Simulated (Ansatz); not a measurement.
C2H5FS2, SMILES `CC(F)SS`, 10 atoms. Total charge 0; spin multiplicity 1. All runs use 4 threads of an AMD EPYC 7B13 on a shared host. Correlated methods freeze the cores.

Problem. Give the basis size and wall time and peak host memory of each of these runs in Ansatz. RKS LC-ωPBE/def2-TZVPP energy; RKS PBE0-D4/def2-TZVPP energy; RHF-MP2/def2-QZVPP energy; RKS PBE0-D4/def2-TZVP relaxation (11 steps); RKS B97M-V/def2-TZVPP energy; RKS PBE0-D4/def2-SVP energy; RHF-CCSD(T)/def2-TZVPP energy; RKS PBE0-D4/def2-TZVP frequencies; RKS ωB97M-V/def2-SVP energy; RKS ωB97M-V/def2-QZVPP energy; RKS revPBE-D4/def2-TZVPP energy; RHF-CCSD(T)/def2-SVP energy. (An estimate is asked.)

Solution. Ansatz gave: Other jobs shared the machine, so times are rough.

```csv
level,job,functions,wall time,peak host memory (GiB)
RKS PBE0-D4/def2-SVP,energy,103,1 s,0.47
RKS revPBE-D4/def2-TZVPP,energy,247,1.6 s,0.35
RKS LC-ωPBE/def2-TZVPP,energy,247,2.1 s,0.48
RKS PBE0-D4/def2-TZVPP,energy,247,2.7 s,0.67
RKS ωB97M-V/def2-SVP,energy,103,3 s,0.47
RHF-CCSD(T)/def2-SVP,energy,103,3.6 s,0.47
RKS B97M-V/def2-TZVPP,energy,247,6.5 s,0.44
RKS ωB97M-V/def2-QZVPP,energy,461,14 s,2
RHF-MP2/def2-QZVPP,energy,461,17 s,2.8
RKS PBE0-D4/def2-TZVP,relaxation (11 steps),197,34 s,0.58
RHF-CCSD(T)/def2-TZVPP,energy,247,100 s,5.1
RKS PBE0-D4/def2-TZVP,frequencies,197,2.1 min,0.59
```

LC-ωPBE has ω = 0.4 bohr⁻¹.
